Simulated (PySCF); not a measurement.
`[O-][C@H]1CC1(F)F`: 4 charge schemes on one density

Compound: C3H3F2O (charge -1).
Cartesian coordinates in Å at the GFN2-xTB level; atoms count from 1:
```
atom  x, y, z in Å
O1    -1.036   -1.560   -0.846
C2    -0.496   -0.829    0.040
C3     0.884   -0.088   -0.114
C4    -0.382    0.700    0.013
F5    -0.731    1.539   -1.020
F6    -0.526    1.467    1.165
H7    -0.620   -1.113    1.123
H8     1.337   -0.070   -1.096
H9     1.585   -0.040    0.710
```

Density: PBE0/pcSseg-1 (PySCF); schemes: Mulliken, IAO, Hirshfeld and ESP-fitted. Geometry: GFN2-xTB; no solvent, vibrations or thermal averaging. The pcSseg-1 basis has no diffuse functions, a weakness for an anion. The HOMO energy is positive at this level (+0.18 eV), so the outermost electrons may be held by the finite basis alone.

Problem. Tabulate the Mulliken, IAO, Hirshfeld and ESP-fitted charges.

Solution. In e:

```json
{"atom": "O1", "environment": "alkoxide oxygen", "Mulliken": "-0.653", "IAO": "-0.764", "Hirshfeld": "-0.526", "ESP-fitted": "-0.776"}
{"atom": "C2", "environment": "sp3 carbon bound to oxygen", "Mulliken": "+0.114", "IAO": "+0.148", "Hirshfeld": "-0.037", "ESP-fitted": "+0.319"}
{"atom": "C3", "environment": "three-membered-ring carbon", "Mulliken": "-0.322", "IAO": "-0.436", "Hirshfeld": "-0.187", "ESP-fitted": "-0.445"}
{"atom": "C4", "environment": "CF2 carbon", "Mulliken": "+0.424", "IAO": "+0.456", "Hirshfeld": "+0.103", "ESP-fitted": "+0.304"}
{"atom": "F5", "environment": "fluorine of a CF2 group", "Mulliken": "-0.333", "IAO": "-0.323", "Hirshfeld": "-0.156", "ESP-fitted": "-0.235"}
{"atom": "F6", "environment": "fluorine of a CF2 group", "Mulliken": "-0.353", "IAO": "-0.349", "Hirshfeld": "-0.176", "ESP-fitted": "-0.286"}
{"atom": "H7", "environment": "methine hydrogen", "Mulliken": "-0.026", "IAO": "+0.023", "Hirshfeld": "-0.035", "ESP-fitted": "-0.075"}
{"atom": "H8", "environment": "methylene hydrogen", "Mulliken": "+0.080", "IAO": "+0.130", "Hirshfeld": "+0.011", "ESP-fitted": "+0.121"}
{"atom": "H9", "environment": "methylene hydrogen", "Mulliken": "+0.068", "IAO": "+0.114", "Hirshfeld": "+0.002", "ESP-fitted": "+0.072"}
```

Mean size of the charges over all atoms: IAO 0.305 e, ESP-fitted 0.293 e, Mulliken 0.264 e, Hirshfeld 0.137 e. Each set sums to the total charge, -1, to within 0.001 e. The ESP scheme fits charges at the nuclei, held to the total charge, to the electrostatic potential on points at 1.4 to 2.0 times the van der Waals radii.

Lowest charge. All schemes agree: Mulliken O1 (-0.653); IAO O1 (-0.764); Hirshfeld O1 (-0.526); ESP-fitted O1 (-0.776).

Highest charge. The schemes don't all agree: Mulliken C4 (+0.424); IAO C4 (+0.456); Hirshfeld C4 (+0.103); ESP-fitted C2 (+0.319).

Problem. How many electrons does the IAO scheme count on C4?

Solution. Z − q = 6 − (+0.456) = 5.544.

Problem. How closely do the schemes follow one another over all atoms?

Solution. Correlation coefficient and root-mean-square difference: Mulliken with IAO 0.99, 0.062 e; IAO with ESP-fitted 0.97, 0.092 e; Mulliken with ESP-fitted 0.95, 0.108 e; IAO with Hirshfeld 0.95, 0.201 e; Mulliken with Hirshfeld 0.93, 0.161 e; Hirshfeld with ESP-fitted 0.93, 0.192 e.

Problem. Sum the charges by element, for elements with more than one atom.

Solution. 
```csv
element,atoms,Mulliken,IAO,Hirshfeld,ESP-fitted
C,3,+0.216,+0.168,-0.120,+0.178
F,2,-0.685,-0.671,-0.332,-0.521
H,3,+0.123,+0.267,-0.022,+0.118
```

The run behind these numbers computed NMR shieldings as well. Hardware: one thread, Arm Neoverse V2, no GPU, on a shared host. Cost: 7.2 s.
